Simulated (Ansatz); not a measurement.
C5H6, SMILES `C#C/C=C/C` from Hartree–Fock to CCSD(T)

| atom | x (Å) | y (Å) | z (Å) |
| --- | --- | --- | --- |
| C1 | 2.709 | -0.983 | 0.963 |
| C2 | 1.728 | -0.394 | 0.590 |
| C3 | 0.593 | 0.332 | 0.154 |
| C4 | -0.578 | -0.227 | -0.161 |
| C5 | -1.772 | 0.528 | -0.618 |
| H6 | 3.572 | -1.512 | 1.292 |
| H7 | 0.709 | 1.412 | 0.080 |
| H8 | -0.673 | -1.307 | -0.080 |
| H9 | -2.620 | 0.361 | 0.054 |
| H10 | -2.092 | 0.189 | -1.609 |
| H11 | -1.577 | 1.600 | -0.666 |

The species carries charge 0 and has multiplicity 1. All single points use the PBE0-D4/def2-TZVP geometry. Frozen core, restricted reference, the Gaussian-basis code of Ansatz. CBS rows extrapolate triple and quadruple zeta; past MP2 they add the triple-zeta difference.

| basis | HF (Eh) | MP2 corr. | CCSD corr. | (T) | CCSD(T) total |
| --- | --- | --- | --- | --- | --- |
| def2-SVP | -192.60844 | ? | -0.70129 | ? | ? |
| def2-TZVPP | -192.82306 | -0.79474 | -0.82803 | ? | ? |
| def2-QZVPP | -192.83137 | -0.84517 | – | – | – |
| CBS(def2) | -192.83252 | ? | -0.91582 | as TZ | ? |

Problem. Fill in the withheld values. (An estimate is asked.)

Solution. The calculation gave: def2-SVP MP2 corr.: -0.65629; def2-SVP (T): -0.02781; def2-SVP CCSD(T) total: -193.33754; def2-TZVPP (T): -0.04063; def2-TZVPP CCSD(T) total: -193.69172; CBS(def2) MP2 corr.: -0.88253; CBS(def2) CCSD(T) total: -193.78897.
